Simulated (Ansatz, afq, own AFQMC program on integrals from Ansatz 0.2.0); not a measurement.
# GeH$_{5}$, doublet in cc-pVTZ, levels against CCSDT(Q)

```yaml
atoms:
  - { symbol: Ge, position_ang: [-0.0366, 0.0000, 0.0000] }
  - { symbol: H, position_ang: [-0.5481, 1.4466, 0.0000] }
  - { symbol: H, position_ang: [-0.5480, -0.7233, 1.2528] }
  - { symbol: H, position_ang: [-0.5481, -0.7233, -1.2528] }
  - { symbol: H, position_ang: [1.7234, 0.0000, 0.0000] }
  - { symbol: H, position_ang: [2.5584, 0.0000, 0.0000] }
```

Basis cc-pVTZ. Noble-gas cores (and the filled d shells of Ga–Kr and In–Xe) are frozen. AFQMC by an in-house program on the Cholesky factors that Ansatz 0.2.0 writes for its CCSD(T) run. The CISD trial takes its coefficients from CCSD amplitudes. Released means that phaseless walkers are propagated on without the constraint, phases kept. Uncertainties: one standard error, sampling alone. No spin–orbit coupling.

Determinant: UHF, the one that the program's search chose, which needn't be the lowest solution. The geometry is a point of a scan.

No full CI on the walks' own integrals is used here; CCSDT(Q) serves as the reference and is uncertain by about the last step of the cluster series.

Cautions: no relativity below Rb; no spin-orbit coupling; inner d shell frozen.

```
T1 diagnostic                               : 0.0144
weight of the determinant in the CISD state : 0.903
⟨S²⟩ of the determinant                     : 0.772
size of the correlated space                : 9 electrons in 99 orbitals
```

| level | correlation energy (eV) |
| --- | --- |
| MP2 | -4.1488 |
| CCSD | -5.0419 |
| CCSD(T) | -5.1604 |

Estimate where AFQMC with the constraint released lies against CCSD(T) on the same integrals.

0.97 ± 0.11 mEh below CCSD(T).

Reference: CCSDT(Q), correlation energy -5.187 eV. The released energy is read at 2.40 1/Eh (meV from the phaseless value at times in 1/Eh: 4 ± 3 at 0.24, 4 ± 3 at 0.51, 2 ± 3 at 0.99, -1 ± 3 at 1.62, -1 ± 3 at 2.40).

```csv
level,E − E(reference) (mEh),share of correlation (%)
CCSD(T),0.96,99.50
CCSDT,0.12,99.94
ph-AFQMC/CISD,0.02 ± 0.11,99.99
released AFQMC,-0.01 ± 0.11,100.00
```

A walk keeps the symmetry of its determinant, which the program's search chose and which needn't be the lowest solution, so a lower state of the same spin and another symmetry isn't excluded. Released energies are given only where the last usable release times agree within the noise; a slower fall can still hide under it.
